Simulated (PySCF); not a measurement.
Converging NaP⁺ in the basis (MP2)

PySCF, UHF reference; quartet, unpaired electrons σ ↑, π ↑↑; De to Na⁺ + P without counterpoise correction. Frozen cores follow the default of each basis and core potential.

| basis | relativity | functions | Re (Å) | ωe (cm⁻¹) | De (eV) | frozen orbitals |
| --- | --- | --- | --- | --- | --- | --- |
| def2-SVP | no relativity | 33 | 3.169 | 118 | 0.24 | 6 |
| pcseg-2 | no relativity | 53 | 3.025 | 138 | 0.21 | 6 |
| aug-cc-pVDZ/aug-cc-pV(D+d)Z | no relativity | 59 | 3.199 | 110 | 0.21 | 6 |

Task: How does each smaller set differ from the one with most functions, aug-cc-pVDZ/aug-cc-pV(D+d)Z?

Result: def2-SVP: -3.0 pm, +7.3 % in ωe, +0.03 eV in De; pcseg-2: -17.4 pm, +25.5 % in ωe, +0.00 eV in De. All at MP2; the set with most functions is neither the basis-set limit nor always the best.

Correlated steps freeze 6 core orbitals. The bond is weak. Basis-set superposition, not corrected here, can be much of De in a small basis, most of all at correlated wavefunction levels. For an ion De counts to the pair picked by the measured ionisation energies or electron affinities, which need not be the lowest pair at this level. The state was picked by a PBE0 search and need not be the measured ground state.
